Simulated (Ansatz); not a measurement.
Ideal-gas functions of `F[SiH2][S]` radical at 800 K and 1 bar, from an Ansatz frequency run at PBE0-D4/def2-TZVP.

Molar mass 81.17 g/mol, point group Cs (symmetry number 1), electronic degeneracy 2, moments of inertia 22.881, 129.676, 146.379 u Å². Harmonic wavenumbers (cm⁻¹, unscaled): 235, 414, 518, 690, 863, 891, 915, 2237, 2245.

Use S(trans) = R[1.5 ln M + 2.5 ln T − 1.1517]; rotational temperatures θ = 24.2544 K / I; S(rot) = R[ln(√π/σ · √(T³/θAθBθC)) + 1.5]; for each mode x = 1.438777 ν̃/T, S = R[x/(eˣ − 1) − ln(1 − e⁻ˣ)] and H = RT x/(eˣ − 1); 1 cm⁻¹ = 0.0119627 kJ/mol; R = 8.31446 J/(mol·K).

**Question.** By hand: the entropy, in J/(mol·K).

**Answer.** Translation 184.2. Rotation: θ = 1.06, 0.187, 0.1657 K, giving 114.8. Vibration, mode by mode: 15.54, 10.96, 9.20, 7.03, 5.45, 5.23, 5.05, 0.76, 0.75, in all 60.0. Electronic 5.8. Sum 364.8 J/(mol·K).

**Question.** By hand: H − E and G − E in kJ/mol, counted from the electronic energy.

**Answer.** Zero-point energy ½ × 9008 × 0.0119627 = 53.9; thermal vibration 26.3; translation, rotation and pV give 4 RT = 26.6. H − E = 106.8 kJ/mol, and G − E = 106.8 − 800 × 364.8/1000 = -185.0 kJ/mol.

Vibration gives 16 % of the entropy.
